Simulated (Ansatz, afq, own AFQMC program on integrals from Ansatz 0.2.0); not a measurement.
Integrals from Ansatz 0.2.0, then the random walk in our own AFQMC program (afq).

```yaml
crystal:
  periodic: [false, false, false]
  atoms:
    - {symbol: P, position_ang: [-0.131922, 0.000000, 1.106074]}
    - {symbol: P, position_ang: [0.131922, 0.000000, -1.106074]}
    - {symbol: H, position_ang: [0.834303, -1.022760, 1.311716]}
    - {symbol: H, position_ang: [0.834305, 1.022759, 1.311716]}
    - {symbol: H, position_ang: [-0.834305, -1.022759, -1.311716]}
    - {symbol: H, position_ang: [-0.834303, 1.022760, -1.311716]}
basis:
  gaussian: {orbitals: cc-pVDZ}
magnetization: {spin_polarized: false}
correlation: {method: ccsd_t, electrons: outside_noble_gas, hamiltonian_folder: ham}
```

```sh
$ ansatz run in.yaml --threads 1 --pin off --events-out ev --progress --plain --max-ram 1843MiB
```

afq runs on the folder ham with

```
--method free --trial cisd --walkers 60 --time-step 0.03 --max-blocks 80 --target-error 0.00045 --factor-cut 1e-05 --seed 3563 --times 0,0.21,0.42,0.81,1.2,1.8,2.4,3 --taylor-order 8
```

Times are imaginary, in 1/Eh. The walk had a cap of 1135 s.

Output of the walk:

```
orbitals 46  electrons 7 7  factors 360 of 556
reference energy -683.79310049 Eh
CCSD correlation -0.29639768 Eh in 10 cycles, weight of the determinant in the CISD state 0.8497
repeat  energy at the last time / Eh  error
    10  -684.102131  0.002977
    20  -684.103456  0.001921
    30  -684.102708  0.001416
    40  -684.102194  0.001145
    50  -684.101721  0.000983
    60  -684.101030  0.000933
    70  -684.101064  0.000853
    80  -684.100613  0.000831
time / (1/Eh)  energy / Eh  error  mean overlap
  0.00  -684.089869  0.000365  1.1774
  0.21  -684.094046  0.000352  1.1717
  0.42  -684.095845  0.000350  1.1810
  0.81  -684.098818  0.000420  1.1647
  1.20  -684.099496  0.000374  1.1575
  1.80  -684.099903  0.000484  1.1550
  2.40  -684.099624  0.000697  1.1586
  3.00  -684.100613  0.000831  1.1252
energy -684.100613 +/- 0.000831 Eh
```

The run passed its tests (error under three times the target), which doesn't prove that it has relaxed.

Against this walk (error 22.6 meV) on the same determinant: CCSD(T) 67.3 meV higher, CCSDT(Q) 23.4 meV higher (within the noise). The error is statistical, and a free projection of finite length keeps a remainder of its start.

Cautions: remainder of the start not in the error; error above the target (22.6 against 12.2 meV).

The walk took 6.6 min on 1 thread of Intel(R) Xeon(R) Platinum 8375C CPU @ 2.90GHz (Ice Lake), on a shared host. The log's last line is the free-projection energy.

CCSDT and higher add their correlation energy to the determinant of the CCSD(T) run, since their own runs factorise the integrals more tightly (a shift of under 2 meV). A walk keeps the symmetry of its determinant, which the program's search chose and which needn't be the lowest solution, so a lower state of the same spin and another symmetry isn't excluded.
